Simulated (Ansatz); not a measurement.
Relaxation of C2H3FO (7 atoms, charge 0, multiplicity 1), to a largest force component of 0.015 eV/Å in at most 40 steps.

Level of theory: Ansatz 0.2.0, RKS PBE/def2-SVP.

```xyz
7
Properties=species:S:1:pos:R:3:forces:R:3
O -0.920 1.124 -0.159 -2.92 1.71 -1.72
C 0.081 0.496 0.388 0.72 -0.13 0.61
C 0.443 -0.713 -0.004 4.01 -1.09 2.85
F -0.083 -1.367 -0.979 -2.03 -1.27 -2.67
H -1.342 0.587 -0.883 0.51 0.30 0.65
H 0.558 1.089 1.173 0.34 -0.21 0.29
H 1.324 -1.284 0.419 -0.62 0.70 -0.01
```

Where does it end, and by what steps?

The run converged. After 5 steps the energy has fallen by 0.346 eV; O1 moved furthest, 0.07 Å.

```
step  energy less start (eV)  largest force component (eV/Å)  accepted
   0                  0.0000                           4.015       yes
   1                 -0.2882                           1.442       yes
   2                 -0.3388                           0.243       yes
   3                 -0.3422                           0.161       yes
   4                 -0.3456                           0.041       yes
   5                 -0.3456                           0.015       yes
```

```xyz
7
Properties=species:S:1:pos:R:3
O -0.968 1.163 -0.182
C 0.076 0.501 0.377
C 0.504 -0.722 0.007
F -0.138 -1.377 -1.002
H -1.331 0.582 -0.882
H 0.571 1.054 1.189
H 1.348 -1.270 0.447
```

Time of the run: 11 s on 1 CPU thread of a shared host.
